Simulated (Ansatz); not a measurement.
# AlH3O2: the cost of one run

Method: RKS PBE0-D4/cc-pVDZ, in Ansatz 0.2.0.

## (1) The structure to begin with

Bond lengths: Al1–H2 1.760 Å, Al1–O3 1.980 Å, O3–H4 1.010 Å, Al1–O5 1.780 Å, O5–H6 1.010 Å. Angles: H2–Al1–O3 42.8°, H2–Al1–O5 157.3°, O3–Al1–O5 159.9°, Al1–O3–H4 105.4°, Al1–O5–H6 109.5°.

Coordinates:

```xyz
6

Al    0.0000    0.0000    0.0000
H     1.0658    0.0000    1.4006
O     1.9504    0.0000    0.3409
H     2.2503   -0.9519    0.1860
O    -1.5415    0.0000   -0.8900
H    -2.0512   -0.8467   -0.6815
```

## (2) A restrained relaxation towards end A

Springs on the bonds that form and break draw the guess towards this end; the thresholds are loose.

input.yaml reads:

```yaml
crystal:
  periodic: [false, false, false]
  atoms:
    - { symbol: Al, position_ang: [0.0, 0.0, 0.0] }
    - { symbol: H, position_ang: [1.0658, 0.0, 1.4006] }
    - { symbol: O, position_ang: [1.9504, 0.0, 0.3409] }
    - { symbol: H, position_ang: [2.2503, -0.9519, 0.186] }
    - { symbol: O, position_ang: [-1.5415, 0.0, -0.89] }
    - { symbol: H, position_ang: [-2.0512, -0.8467, -0.6815] }
basis:
  gaussian: { orbitals: cc-pVDZ }
hamiltonian:
  xc: pbe0
  dispersion: d4
relax:
  f_tol: 0.15
  max_steps: 25
  restrain:
    - { distance: [1, 2], at: 2.21, k: 30.0 }
    - { distance: [0, 1], at: 1.56, k: 30.0 }
    - { distance: [0, 2], at: 1.78, k: 30.0 }
```

The run is started by

```bash
> ansatz run input.yaml --threads 1 --pin off --max-ram 2048MiB --backend cpu --events-out ev --progress --plain --runs-dir out
```

What time and memory should one allow on 1 thread of Arm Neoverse V1, shared host?

About 16 s, with a peak of 0.094 GiB.
